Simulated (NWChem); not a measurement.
# AlH3 (SMILES [AlH3]) at 4 levels

We compute a comparison of 4 runs (HF/STO-3G, B3LYP/6-31G*, PBE0/def2-TZVPPD, CCSD(T)/def2-TZVPPD) of AlH3. 

Program for the calculation: NWChem 7.3.0.

## 1. The structure to begin with

AlH3 has 4 atoms, charge 0, and is taken as a singlet. SMILES: `[AlH3]`. The shape is that of a PBE0-D4/def2-TZVP optimisation.

Bond lengths: Al1–H2 1.586 Å, Al1–H3 1.586 Å, Al1–H4 1.586 Å. Angles: H2–Al1–H3 120.0°, H2–Al1–H4 120.0°, H3–Al1–H4 120.0°.

## 2. Energy and gradient at HF/STO-3G (run 1)

Contents of run.py:

```python
from ase import Atoms
from ase.calculators.nwchem import NWChem

mol = Atoms(['Al', 'H', 'H', 'H'], positions=[
    [0.013700, -0.014800, -0.005100],
    [0.633200, 0.670900, 1.283600],
    [-1.340800, -0.832000, 0.105100],
    [0.749400, 0.115700, -1.403900],
])

calc = NWChem(
    label='alh3',
    theory='scf',
    memory='2200 mb',
    basis='STO-3G',
    basispar='spherical bse',
    scf={'nopen': '0', 'rhf': None, 'thresh': '1e-08', 'maxiter': '80'},
)
mol.calc = calc

forces = mol.get_forces()
print("Total energy (eV):", round(mol.get_potential_energy(), 6))
print("forces (eV/A):")
for s, f in zip(mol.symbols, forces):
    print(f"{s:2s} {f[0]:10.5f} {f[1]:10.5f} {f[2]:10.5f}")
print("dipole (e A):", mol.get_dipole_moment().round(4))
```

Launch:

```console
$ export ASE_NWCHEM_COMMAND="nwchem PREFIX.nwi > PREFIX.nwo"
$ python run.py
```

The program printed:

```text
Total energy (eV): -6550.13322
forces (eV/A):
Al    0.00345   -0.00360   -0.00051
H    -0.94241   -1.04176   -1.95944
H     2.05848    1.24303   -0.16753
H    -1.11951   -0.19767    2.12749
dipole (e A): [-0.0003  0.0004 -0.    ]
```

The calculator wrote alh3.nwi:

```
title "alh3"

permanent_dir alh3

scratch_dir alh3

start alh3

geometry units angstrom nocenter noautosym noautoz
  Al 1.3700000000000000e-02 -1.4800000000000001e-02 -5.1000000000000004e-03
  H  6.3319999999999999e-01 6.7090000000000005e-01 1.2836000000000001e+00
  H  -1.3408000000000000e+00 -8.3199999999999996e-01 1.0510000000000000e-01
  H  7.4939999999999996e-01 1.1570000000000000e-01 -1.4038999999999999e+00
end

memory 2200 mb

basis spherical bse noprint
   * library STO-3G
end

scf
  nopen 0
  rhf
  thresh 1e-08
  maxiter 80
end

task scf gradient
```

alh3.nwo:

```text
Northwest Computational Chemistry Package (NWChem) 7.3.0
             --------------------------------------------------------

           Job information
           ---------------

    nwchem branch   = 7.3.0
    use scalapack   = T
    input           = alh3.nwi
    prefix          = alh3.
    data base       = alh3/alh3.db
    status          = startup
    nproc           =        1

           Memory information
           ------------------

    heap     =     72089600 doubles =      550.0 Mbytes
    stack    =     72089597 doubles =      550.0 Mbytes
    global   =    144179200 doubles =     1100.0 Mbytes (distinct from heap & stack)
    total    =    288358397 doubles =     2200.0 Mbytes
    verify   = yes
    hardfail = no

[... 119 lines left out ...]
 Convergence threshold     :          1.000E-08
[... 12 lines left out ...]
       Final RHF  results
[... 3 lines left out ...]
      One-electron energy =   -363.611516171143
[... 1 line left out ...]
 Nuclear repulsion energy =     13.592191799475
[... 20 lines left out ...]
                       ROHF Final Molecular Orbital Analysis
[... 122 lines left out ...]
  wavefunction    =   RHF

                         RHF ENERGY GRADIENTS

    atom               coordinates                        gradient
                 x          y          z           x          y          z
   1 Al      0.025889  -0.027968  -0.009638   -0.000067   0.000070   0.000010
   2 H       1.196574   1.267817   2.425652    0.018327   0.020259   0.038105
   3 H      -2.533745  -1.572252   0.198610   -0.040031  -0.024173   0.003258
   4 H       1.416161   0.218641  -2.652986    0.021771   0.003844  -0.041373

                 ----------------------------------------
                 |  Time  |  1-e(secs)   |  2-e(secs)   |
                 ----------------------------------------
                 |  CPU   |       0.00   |       0.02   |
                 ----------------------------------------
                 |  WALL  |       0.00   |       0.02   |
                 ----------------------------------------

 Task  times  cpu:        0.1s     wall:        0.1s
 Total times  cpu:        0.2s     wall:        0.2s
```

Run time: 1.4 s. Hardware: 1 thread of AMD EPYC 7R43 (Zen 3), shared host; peak memory 0.096 GiB.

## 3. Energy and gradient at B3LYP/6-31G(d) (spherical functions) (run 2)

Contents of sp.xyz:

```xyz
4
AlH3
Al     0.013700    -0.014800    -0.005100
H      0.633200     0.670900     1.283600
H     -1.340800    -0.832000     0.105100
H      0.749400     0.115700    -1.403900
```

Contents of sp.nw:

```
start sp
title "AlH3"
memory stack 880 mb heap 220 mb global 1100 mb

geometry units angstrom noautosym nocenter noautoz
   load format xyz sp.xyz
end

basis spherical bse
   * library 6-31G*
end

dft
   xc b3lyp
   grid xfine
   convergence energy 1e-08
   maxiter 100
   mulliken
end

task dft gradient
```

Launch:

```console
$ nwchem sp.nw > sp.out
```

The program printed:

```text
[...]
          Wavefunction type:  closed shell.
          No. of atoms     :     4
          No. of electrons :    16
[...]
          Charge           :     0
          Spin multiplicity:     1
[...]
          AO basis - number of functions:    24
[...]
              XC Information
              --------------
                         B3LYP Method XC Potential
                     Hartree-Fock (Exact) Exchange  0.200
                        Slater Exchange Functional  0.800 local
                    Becke 1988 Exchange Functional  0.720 non-local
              Lee-Yang-Parr Correlation Functional  0.810
                  VWN I RPA Correlation Functional  0.190 local
[...]
 d= 0,ls=0.0,diis     1   -244.1948403305 -2.58D+02  1.36D-02  3.93D-02     0.6
[...]
 d= 0,ls=0.0,diis     6   -244.2031952871 -2.84D-09  3.14D-07  4.01D-11     2.4
         Total DFT energy =     -244.203195287106
      One electron energy =     -365.636467049755
           Coulomb energy =      127.601337093109
    Exchange-Corr. energy =      -19.760257129935
 Nuclear repulsion energy =       13.592191799475
[...]
      Total Density - Mulliken Population Analysis
     ---------------------------------------------
    Atom       Charge   Shell Charges
 -----------   ------   -------------------------------------------------------
    1 Al  13    12.68   2.00  2.00  5.96  0.93  1.20  0.23  0.24  0.11
    2 H    1     1.11   0.49  0.62
    3 H    1     1.11   0.49  0.62
    4 H    1     1.11   0.49  0.62
[...]
  wavefunction    = closed shell
                         DFT ENERGY GRADIENTS
    atom               coordinates                        gradient
                 x          y          z           x          y          z
   1 Al      0.025889  -0.027968  -0.009638   -0.000034   0.000028   0.000011
   2 H       1.196574   1.267817   2.425652   -0.000378  -0.000438  -0.000801
   3 H      -2.533745  -1.572252   0.198610    0.000857   0.000501  -0.000068
   4 H       1.416161   0.218641  -2.652986   -0.000444  -0.000091   0.000859
[...]
```

Run time: 3.9 s. Hardware: 1 thread of AMD EPYC 7R43 (Zen 3), shared host; peak memory 0.12 GiB.

Run 3 isn't shown in full; the table further down has it.

## 4. The energy at CCSD(T)/def2-TZVPPD (run 4)

Contents of alh3.nw:

```
start alh3
title "AlH3 energy"
memory 2200 mb
charge 0

geometry units angstrom noautosym nocenter noautoz
   Al       0.013700      -0.014800      -0.005100
   H        0.633200       0.670900       1.283600
   H       -1.340800      -0.832000       0.105100
   H        0.749400       0.115700      -1.403900
end

basis spherical bse
   * library def2-TZVPPD
end

scf
   thresh 1e-08
   maxiter 80
   print low
end

ccsd
   freeze core 5
   maxiter 60
end

task ccsd(t) energy
```

Launch:

```console
$ nwchem alh3.nw > alh3.out
```

The program printed:

```text
[...]
  functions       =    99
[...]
  wavefunction    = RHF
[...]
         Total SCF energy =   -243.641943878583
      One-electron energy =   -365.653232399077
      Two-electron energy =    108.419096721019
 Nuclear repulsion energy =     13.592191799475
        Time for solution =      8.2s
[...]
 Total MP2 energy:           -243.736416181881964
[...]
             energy      energy      error      ampl     ampl      Block
                                                time     time      time
[...]
 Total CCSD energy:           -243.759970618270756
[...]
 Total CCSD+T(CCSD) energy:           -243.761596333506191
[...]
 Total CCSD(T) energy:                -243.761575546156479
[...]
```

It took 87 s on 1 thread of AMD EPYC 7R43 (Zen 3), shared host; peak memory 0.14 GiB.

## 5. Overview of the runs

```
run                               level  iteration cap   module  energy (Eh)  dipole moment (D)  HOMO energy (eV)  LUMO energy (eV)  wall time
  1                           HF/STO-3G             80      scf  -240.712958               0.00             -9.15              8.83      1.4 s
  2  B3LYP/6-31G* (spherical functions)            100      dft  -244.203195               0.00             -8.36             -1.93      3.9 s
  3                    PBE0/def2-TZVPPD            100      dft  -244.079310               0.00             -8.57             -1.75       11 s
  4                 CCSD(T)/def2-TZVPPD             80  ccsd(t)  -243.761576                  –                 –                 –       87 s
```

## 6. What came out

```
                                          quantity          value
                               run 4: total energy  -243.76158 Eh
run 4: correlation energy (5 core orbitals frozen)     -119.6 mEh
                             run 4: (T) correction      -1.60 mEh
```

Over runs 1, 2, 3 the HOMO–LUMO gap runs from 6.43 eV (B3LYP/6-31G*) to 17.98 eV (HF/STO-3G). The two ends differ in method and basis. Totals of different functionals can't be ranked against each other. In run 1 the basis is minimal, so the values are rough. All runs together took 1.7 min, the longest 87 s.
